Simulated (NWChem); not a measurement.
# One shape, several levels: AlH3 (SMILES [H][Al]([H])[H])

We compute a comparison of 6 runs (HF/cc-pVTZ, B3LYP/6-31G*, PBE0/6-31G**, PBE/6-311G**, MP2/6-31G*) of AlH3. 

The results are computed with NWChem 7.3.0.

### Step 1. The structure to begin with

The species is AlH3 (4 atoms), meant as a singlet with charge 0. SMILES: `[H][Al]([H])[H]`. Geometry: a GFN2-xTB relaxation, a rough one for these elements and not checked as a minimum.

Bond lengths: Al1–H2 1.553 Å, Al1–H3 1.553 Å, Al1–H4 1.553 Å. Angles: H2–Al1–H3 120.0°, H2–Al1–H4 120.0°, H3–Al1–H4 120.0°.

### Step 2. Energy and forces at HF/cc-pVTZ (run 1)

Contents of struct.nw:

```
start struct
title "AlH3 hf"
memory 2200 mb
charge 0

geometry noautosym nocenter noautoz
 Al   -0.000010   -0.000020    0.000020
 H     1.552650   -0.030520    0.014610
 H    -0.749810    1.359840   -0.019120
 H    -0.802830   -1.329300    0.004480
end

basis spherical bse
 * library cc-pVTZ
end

scf
 thresh 1e-08
 maxiter 80
end

task scf gradient
```

Run with:

```console
nwchem struct.nw > struct.out
```

Standard output:

```text
[...]
  functions       =    76
[...]
  wavefunction    = RHF
[...]
         Total SCF energy =   -243.643611170626
      One-electron energy =   -366.259837211536
      Two-electron energy =    108.736765389456
 Nuclear repulsion energy =     13.879460651455
        Time for solution =      7.4s
[...]
                         RHF ENERGY GRADIENTS
    atom               coordinates                        gradient
                 x          y          z           x          y          z
   1 Al     -0.000019  -0.000038   0.000038   -0.000022  -0.000021   0.000003
   2 H       2.934083  -0.057674   0.027609   -0.008708   0.000171  -0.000083
   3 H      -1.416935   2.569725  -0.036132    0.004210  -0.007638   0.000106
   4 H      -1.517129  -2.512013   0.008466    0.004521   0.007488  -0.000026
[...]
```

Run time: 11 s. Hardware: 1 thread of AMD EPYC 9R45 (Zen 5), shared host; peak memory 0.11 GiB.

### Step 3. Energy and forces at B3LYP/6-31G(d) (spherical functions) (run 2)

Contents of a.nw:

```
start a
title "AlH3"
memory 2200 mb
geometry noautosym nocenter noautoz
 Al    -0.000010    -0.000020     0.000020
 H      1.552650    -0.030520     0.014610
 H     -0.749810     1.359840    -0.019120
 H     -0.802830    -1.329300     0.004480
end
basis spherical bse
 Al library 6-31G*
 H library 6-31G*
end
dft
 xc b3lyp
 mult 1
 grid xfine
 convergence energy 1e-08
 iterations 100
 mulliken
 print medium
end
task dft gradient
```

Run with:

```console
nwchem a.nw > a.out
```

Standard output:

```text
[...]
          Wavefunction type:  closed shell.
          No. of atoms     :     4
          No. of electrons :    16
[...]
          Charge           :     0
          Spin multiplicity:     1
[...]
          AO basis - number of functions:    24
[...]
              XC Information
              --------------
                         B3LYP Method XC Potential
                     Hartree-Fock (Exact) Exchange  0.200
                        Slater Exchange Functional  0.800 local
                    Becke 1988 Exchange Functional  0.720 non-local
              Lee-Yang-Parr Correlation Functional  0.810
                  VWN I RPA Correlation Functional  0.190 local
[...]
 d= 0,ls=0.0,diis     1   -244.1941221415 -2.58D+02  1.33D-02  3.89D-02     0.4
[...]
 d= 0,ls=0.0,diis     6   -244.2021397041 -2.52D-09  3.02D-07  3.94D-11     1.5
         Total DFT energy =     -244.202139704054
      One electron energy =     -366.243683457422
           Coulomb energy =      127.943045881507
    Exchange-Corr. energy =      -19.780962779594
 Nuclear repulsion energy =       13.879460651455
[...]
      Total Density - Mulliken Population Analysis
     ---------------------------------------------
    Atom       Charge   Shell Charges
 -----------   ------   -------------------------------------------------------
    1 Al  13    12.70   2.00  2.00  5.96  0.93  1.23  0.22  0.24  0.12
    2 H    1     1.10   0.50  0.60
    3 H    1     1.10   0.50  0.60
    4 H    1     1.10   0.50  0.60
[...]
  wavefunction    = closed shell
                         DFT ENERGY GRADIENTS
    atom               coordinates                        gradient
                 x          y          z           x          y          z
   1 Al     -0.000019  -0.000038   0.000038   -0.000022  -0.000021   0.000002
   2 H       2.934083  -0.057674   0.027609   -0.010550   0.000207  -0.000100
   3 H      -1.416935   2.569725  -0.036132    0.005099  -0.009251   0.000129
   4 H      -1.517129  -2.512013   0.008466    0.005473   0.009065  -0.000031
[...]
```

It took 2.4 s on 1 thread of AMD EPYC 9R45 (Zen 5), shared host; peak memory 0.12 GiB.

### Step 4. Energy and forces at B3LYP/6-31G(d) (Cartesian functions) (run 3)

Contents of run.py:

```python
from ase import Atoms
from ase.calculators.nwchem import NWChem

system = Atoms('AlHHH', positions=[
    [-0.000010, -0.000020, 0.000020],
    [1.552650, -0.030520, 0.014610],
    [-0.749810, 1.359840, -0.019120],
    [-0.802830, -1.329300, 0.004480],
])

calc = NWChem(
    label='work',
    theory='dft',
    memory='2200 mb',
    basis='6-31G*',
    dft={'xc': 'b3lyp', 'mult': '1', 'grid': 'xfine', 'convergence': 'energy 1e-08', 'iterations': '100', 'mulliken': None},
)
system.calc = calc

forces = system.get_forces()
e = system.get_potential_energy()
print(f"E = {e:.6f} eV")
print("forces (eV/A):")
for s, f in zip(system.symbols, forces):
    print(f"{s:2s} {f[0]:10.5f} {f[1]:10.5f} {f[2]:10.5f}")
print("dipole (e A):", system.get_dipole_moment().round(4))
```

Run with:

```console
export ASE_NWCHEM_COMMAND="nwchem PREFIX.nwi > PREFIX.nwo"
python run.py
```

Standard output:

```text
E = -6645.118787 eV
forces (eV/A):
Al    0.00113    0.00108   -0.00010
H     0.53674   -0.01054    0.00509
H    -0.25942    0.47061   -0.00658
H    -0.27845   -0.46115    0.00159
dipole (e A): [-0. -0.  0.]
```

The calculator wrote work.nwi:

```
title "work"

permanent_dir work

scratch_dir work

start work

geometry units angstrom nocenter noautosym noautoz
  Al -1.0000000000000001e-05 -2.0000000000000002e-05 2.0000000000000002e-05
  H  1.5526500000000001e+00 -3.0519999999999999e-02 1.4610000000000000e-02
  H  -7.4980999999999998e-01 1.3598399999999999e+00 -1.9120000000000002e-02
  H  -8.0283000000000004e-01 -1.3292999999999999e+00 4.4799999999999996e-03
end

memory 2200 mb

basis noprint
   * library 6-31G*
end

dft
  xc b3lyp
  mult 1
  grid xfine
  convergence energy 1e-08
  iterations 100
  mulliken
end

task dft gradient
```

work.nwo:

```text
Northwest Computational Chemistry Package (NWChem) 7.3.0
             --------------------------------------------------------

           Job information
           ---------------

    nwchem branch   = 7.3.0
    use scalapack   = T
    input           = work.nwi
    prefix          = work.
    data base       = work/work.db
    status          = startup
    nproc           =        1

           Memory information
           ------------------

    heap     =     72089596 doubles =      550.0 Mbytes
    stack    =     72089601 doubles =      550.0 Mbytes
    global   =    144179200 doubles =     1100.0 Mbytes (distinct from heap & stack)
    total    =    288358397 doubles =     2200.0 Mbytes
    verify   = yes
    hardfail = no

[... 90 lines left out ...]
  convergence criterion.
[... 39 lines left out ...]
          Spatial weights used:  Erf1
[... 68 lines left out ...]
         Total DFT energy =     -244.203613171785
[... 3 lines left out ...]
 Nuclear repulsion energy =       13.879460651455
[... 241 lines left out ...]
          Convergence on gradient requested:  5.00D-04
[... 26 lines left out ...]
          total energy or number of iterations.
[... 26 lines left out ...]
                         DFT ENERGY GRADIENTS

    atom               coordinates                        gradient
                 x          y          z           x          y          z
   1 Al     -0.000019  -0.000038   0.000038   -0.000022  -0.000021   0.000002
   2 H       2.934083  -0.057674   0.027609   -0.010438   0.000205  -0.000099
   3 H      -1.416935   2.569725  -0.036132    0.005045  -0.009152   0.000128
   4 H      -1.517129  -2.512013   0.008466    0.005415   0.008968  -0.000031

                 ----------------------------------------
                 |  Time  |  1-e(secs)   |  2-e(secs)   |
                 ----------------------------------------
                 |  CPU   |       0.00   |       0.06   |
                 ----------------------------------------
                 |  WALL  |       0.00   |       0.06   |
                 ----------------------------------------

 Task  times  cpu:        1.9s     wall:        1.9s
 Total times  cpu:        1.9s     wall:        1.9s
```

Run time: 2.8 s. Hardware: 1 thread of AMD EPYC 9R45 (Zen 5), shared host; peak memory 0.12 GiB.

Runs 4 to 5 aren't shown in full; the table further down has their settings and results.

### Step 5. Energy and gradient at MP2/6-31G(d) (spherical functions) (run 6)

Contents of input.xyz:

```xyz
4
AlH3 gradient
Al    -0.000010    -0.000020     0.000020
H      1.552650    -0.030520     0.014610
H     -0.749810     1.359840    -0.019120
H     -0.802830    -1.329300     0.004480
```

Contents of run.py:

```python
from ase.io import read
from ase.calculators.nwchem import NWChem

system = read('input.xyz')

calc = NWChem(
    label='input',
    theory='mp2',
    memory='2200 mb',
    basis='6-31G*',
    basispar='spherical bse',
    scf={'nopen': '0', 'rhf': None, 'thresh': '1e-08', 'maxiter': '80'},
    mp2={'freeze': 'core 5', 'tight': None},
)
system.calc = calc

forces = system.get_forces()
print(f"energy = {system.get_potential_energy():.6f} eV")
print("forces (eV/A):")
for s, f in zip(system.symbols, forces):
    print(f"{s:2s} {f[0]:10.5f} {f[1]:10.5f} {f[2]:10.5f}")
```

Run with:

```console
export ASE_NWCHEM_COMMAND="nwchem PREFIX.nwi > PREFIX.nwo"
python run.py
```

Standard output:

```text
energy = -6630.522050 eV
forces (eV/A):
Al    0.00118    0.00113   -0.00015
H     0.56940   -0.01116    0.00540
H    -0.27521    0.49926   -0.00699
H    -0.29537   -0.48923    0.00170
```

The calculator wrote input.nwi:

```
title "input"

permanent_dir input

scratch_dir input

start input

geometry units angstrom nocenter noautosym noautoz
  Al -1.0000000000000001e-05 -2.0000000000000002e-05 2.0000000000000002e-05
  H  1.5526500000000001e+00 -3.0519999999999999e-02 1.4610000000000000e-02
  H  -7.4980999999999998e-01 1.3598399999999999e+00 -1.9120000000000002e-02
  H  -8.0283000000000004e-01 -1.3292999999999999e+00 4.4799999999999996e-03
end

memory 2200 mb

basis spherical bse noprint
   * library 6-31G*
end

scf
  nopen 0
  rhf
  thresh 1e-08
  maxiter 80
end
mp2
  freeze core 5
  tight
end

task mp2 gradient
```

input.nwo:

```text
Northwest Computational Chemistry Package (NWChem) 7.3.0
             --------------------------------------------------------

           Job information
           ---------------

    nwchem branch   = 7.3.0
    use scalapack   = T
    input           = input.nwi
    prefix          = input.
    data base       = input/input.db
    status          = startup
    nproc           =        1

           Memory information
           ------------------

    heap     =     72089596 doubles =      550.0 Mbytes
    stack    =     72089601 doubles =      550.0 Mbytes
    global   =    144179200 doubles =     1100.0 Mbytes (distinct from heap & stack)
    total    =    288358397 doubles =     2200.0 Mbytes
    verify   = yes
    hardfail = no

[... 109 lines left out ...]
 1-e energy   =    -365.504419
[... 9 lines left out ...]
 Convergence threshold     :          1.000E-08
[... 15 lines left out ...]
         Total SCF energy =   -243.614651543592
[... 2 lines left out ...]
 Nuclear repulsion energy =     13.879460651455
[... 263 lines left out ...]
 CPHF converged to   5.3D-08 in    7 iters
[... 39 lines left out ...]
  MP2 natural orbitals output to input/input.mp2nos
[... 1 line left out ...]
                         mp2 ENERGY GRADIENTS

    atom               coordinates                        gradient
                 x          y          z           x          y          z
   1 Al     -0.000019  -0.000038   0.000038   -0.000023  -0.000022   0.000003
   2 H       2.934083  -0.057674   0.027609   -0.011073   0.000217  -0.000105
   3 H      -1.416935   2.569725  -0.036132    0.005352  -0.009709   0.000136
   4 H      -1.517129  -2.512013   0.008466    0.005744   0.009514  -0.000033

                 ----------------------------------------
                 |  Time  |  1-e(secs)   |  2-e(secs)   |
                 ----------------------------------------
                 |  CPU   |       0.00   |       0.06   |
                 ----------------------------------------
                 |  WALL  |       0.00   |       0.06   |
                 ----------------------------------------
 -----------------------
 Task  times  cpu:        1.4s     wall:        1.4s
 Total times  cpu:        1.4s     wall:        1.4s
```

Run time: 2.3 s. Hardware: 1 thread of AMD EPYC 9R45 (Zen 5), shared host; peak memory 0.1 GiB.

### Step 6. Overview of the runs

```tsv
run	level	iteration cap	module	energy (Eh)	dipole moment (D)	HOMO energy (eV)	LUMO energy (eV)	wall time
1	HF/cc-pVTZ	80	scf	-243.643611	0.00	-11.82	0.90	11 s
2	B3LYP/6-31G* (spherical functions)	100	dft	-244.202140	0.00	-8.40	-1.90	2.4 s
3	B3LYP/6-31G* (Cartesian functions)	100	dft	-244.203613	0.00	-8.40	-1.90	2.8 s
4	PBE0/6-31G** (spherical functions)	100	dft	-244.053024	0.00	-8.58	-1.69	2.8 s
5	PBE/6-311G**	100	dft	-244.045649	0.00	-7.33	-2.51	3.3 s
6	MP2/6-31G* (spherical functions)	80	mp2	-243.667193	0.00	-11.78	0.94	2.3 s
```

### Step 7. What came out

```
                                                      quantity          value
                                           run 6: total energy  -243.66719 Eh
run 6: dipole moment (of the density that the program reports)         0.00 D
                    run 6: HOMO energy (Hartree–Fock orbitals)      -11.78 eV
                    run 6: LUMO energy (Hartree–Fock orbitals)        0.94 eV
                  run 6: HOMO–LUMO gap (Hartree–Fock orbitals)       12.72 eV
            run 6: correlation energy (5 core orbitals frozen)      -52.5 mEh
                               run 6: largest force on an atom     0.571 eV/Å
```

Over runs 1, 2, 3, 4, 5 the HOMO–LUMO gap runs from 4.82 eV (PBE/6-311G**) to 12.72 eV (HF/cc-pVTZ). The two ends differ in method and basis. Totals of different functionals can't be ranked against each other. All runs together took 24 s, the longest 11 s.
